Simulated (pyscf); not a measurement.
Structures and frequencies: ωB97X-D3(BJ)/def2-SVP in PySCF.

Estimate the classical barrier height and the reaction energy of O=W(OH)(F)(F)–F + NH₃ → H₂N–W(OH)(OH)(F)(F)–F at r²SCAN/def2-TZVP. The step runs on the singlet surface, breaks H–N and forms H–O, N–W; take the separated reactants as zero.

ΔE‡ = 0.90 eV, ΔE = -0.12 eV. ωB97M-D3(BJ)/def2-TZVP gives 1.09 eV and +0.02 eV. Zero-point energy shifts the barrier by +0.03 eV. It is an addition across a multiple bond or ene-type step, with an imaginary mode of 983i cm⁻¹. On the reactant side the descent ends in an adduct with a N–W contact (not fully relaxed), 1.03 eV under the separated species and 2.01 eV under the saddle at ωB97X-D3(BJ)/def2-TZVP. On the product side the descent ends in a point that may be a rotor saddle (no frequency run), 0.15 eV over the lowest minimum found and 0.93 eV under the saddle at ωB97X-D3(BJ)/def2-TZVP. What is counted as formed (N–W) is already present as a longer contact in the reactant adduct; forming that adduct is a step of its own. At ωB97X-D3(BJ)/def2-TZVP the barrier from the zero used here is 0.98 eV. One saddle was located; it need not be the lowest between these sides. Elements past Kr carry the def2 core potentials, without spin-orbit coupling.
